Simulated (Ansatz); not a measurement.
Worked example: correlation energy of HB–BH, singlet

Geometry: a PBE0/def2-TZVP stationary point for this spin, not checked as a minimum. The triplet lies 0.6 eV lower here.

```xyz
4

B     0.0000    0.0000    0.7625
B     0.0000    0.0000   -0.7625
H     0.0000    0.0000    1.9383
H     0.0000    0.0000   -1.9383
```

Basis cc-pVDZ; Ansatz 0.2.0. Correlated methods freeze the noble-gas cores, which leaves 8 electrons in 36 orbitals. Prefix R: restricted or restricted open-shell reference.

Full CI is exact within this basis and frozen core; it isn't the basis-set limit.

The determinant fills πx and πy unequally, so it is a mixture of Σ and Δ, which weighs on every level built on one determinant.

Runs differ by some tens of microhartree through their thresholds, so steps under 0.03 kcal/mol mean nothing.

```json
{"level": "RHF", "total energy (hartree)": "-50.375789"}
{"level": "RMP2", "total energy (hartree)": "-50.515487"}
{"level": "RCCSD", "total energy (hartree)": "-50.550373"}
{"level": "RCCSD(T)", "total energy (hartree)": "-50.556272"}
{"level": "RCCSDT*", "total energy (hartree)": "-50.561549"}
{"level": "RCCSDT(Q)*", "total energy (hartree)": "-50.563558"}
{"level": "RCCSDTQ*", "total energy (hartree)": "-50.563213"}
{"level": "full CI", "total energy (hartree)": "-50.563284"}
```

What is the correlation energy at full CI, and what share of it do RMP2 and RCCSD(T) recover?

E(corr) = -50.563284 − (-50.375789) = -0.187495 hartree = -5.102 eV. RMP2: -0.139698 / -0.187495 = 74.51 %. RCCSD(T): -0.180483 / -0.187495 = 96.26 %.

By how many kcal/mol does RCCSD(T) miss full CI (1 hartree = 627.509 kcal/mol), and which steps make up the rest?

-50.556272 − (-50.563284) = 0.007012 hartree = 4.40 kcal/mol. Steps: RCCSDT − RCCSD(T) = -3.31, RCCSDT(Q) − RCCSDT = -1.26, RCCSDTQ − RCCSDT(Q) = 0.22, full CI − RCCSDTQ = -0.04 kcal/mol. With more than one leading determinant such errors change with state and geometry, and needn't cancel in differences.

An asterisk marks runs whose energy the program itself flagged as in doubt.
